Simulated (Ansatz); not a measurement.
**CF (doublet): from Hartree-Fock to the top rungs, def2-QZVPP**

One table from this session's results is given with a row withheld; the runs are named, their logs left out.

Program: Ansatz 0.2.0, Gaussian basis. Level of theory: def2-QZVPP, core rule «outside noble gas», up to 2 orbitals frozen. These are calculated values, not measurements.

To be run: UHF; ROHF; CCSD(T) on UHF.

### The system

The geometry is a PBE0/def2-TZVP stationary point (not a proven minimum) of the parent state, kept for this charge and spin.

2 atoms, charge 0, spin multiplicity 2.

Atoms are counted from 1 here; the program's logs count them from 0.

Bond lengths: C1–F2 1.316 Å.

The first run:

Contents of in.yaml:

```yaml
crystal:
  periodic: [false, false, false]
  atoms:
    - {symbol: C, position_ang: [0.000000, 0.000000, 0.000000]}
    - {symbol: F, position_ang: [0.000000, 0.000000, 1.315900]}
basis:
  gaussian: {orbitals: "def2-QZVPP.json"}
magnetization: {spin_polarized: true, initial_magnetization: 1}
hamiltonian: {xc: hf}
output: {orbitals: {seedname: orbitals}}
```

On the command line:

```
> ansatz run in.yaml --threads 1 --pin off --events-out ev --progress --plain --max-ram 4096MiB --backend cpu
```

Steps of the session up to this table: UHF; ROHF; CCSD(T) on UHF.

One table of the session follows, with a row left open; its other results are not shown here.

It belongs to the step «Misses and costs». 

| method | from UCCSD(T) (meV) |
| --- | --- |
| ROHF | +11277.6 |
| UHF | +11129.0 |
| UMP2 | +723.4 |
| UCCSD | ? |
| UCCSD(T) | 0 |

Q: Estimate the row for UCCSD from the others.

**Answer.** from UCCSD(T) (meV): +412.0. In the column «from UCCSD(T) (meV)» it lies between UCCSD(T) (0) and UMP2 (+723.4).
